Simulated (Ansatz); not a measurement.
# CNSi: the cost of one run

The runs use Ansatz 0.2.0, Gaussian basis; def2-QZVPP, all electrons in the functionals, frozen cores in the correlation of double hybrids and RPA.

Plan: PBE, BLYP, r2SCAN, B97M-V, PBE0, B3LYP, wB97M-V, B2PLYP, at charge 0, doublet; charge 0, quartet; charge 1, singlet; charge 1, triplet.

2 further runs of the same task are left out: 2 set aside as unsound or not needed.

**1. The system**

The geometry is a PBE0/def2-TZVP stationary point (not a proven minimum).

3 atoms, charge 0, spin multiplicity 2.

Atoms are counted from 1 here; the program's logs count them from 0.

Bond lengths: N1–C2 1.163 Å, C2–Si3 1.842 Å. Angles: N1–C2–Si3 180.0°.

Geometry (Å):

| atom | x (Å) | y (Å) | z (Å) |
| --- | --- | --- | --- |
| N1 | 0.0000 | 0.0000 | -1.3891 |
| C2 | 0.0000 | 0.0000 | -0.2266 |
| Si3 | 0.0000 | 0.0000 | 1.6157 |

No dispersion term is added; B97M-V, wB97M-V hold VV10 nonlocal correlation. B3LYP takes the VWN-RPA correlation.

The geometry shown and the zero of energy belong to the point charge 0, doublet. The yardstick, UCCSD(T), and other wave-function levels (R restricted, U unrestricted, valence and pair active spaces) come from earlier runs.

**2. PBE, charge 0, doublet**

in.yaml reads:

```yaml
crystal:
  periodic: [false, false, false]
  atoms:
    - {symbol: N, position_ang: [0.000000, 0.000000, -1.389100]}
    - {symbol: C, position_ang: [0.000000, 0.000000, -0.226600]}
    - {symbol: Si, position_ang: [0.000000, 0.000000, 1.615700]}
basis:
  gaussian: {orbitals: "def2-QZVPP.json"}
magnetization: {spin_polarized: true, initial_magnetization: 1}
hamiltonian: {xc: {name: PBE}}
output: {orbitals: {seedname: orbitals}}
```

Started as:

```bash
ansatz run in.yaml --threads 1 --pin off --events-out ev --progress --plain --max-ram 2393MiB
```

Q: Estimate wall time and peak memory on 1 thread of Arm Neoverse V2, shared host.

About 6 s, with a peak of 0.28 GiB.
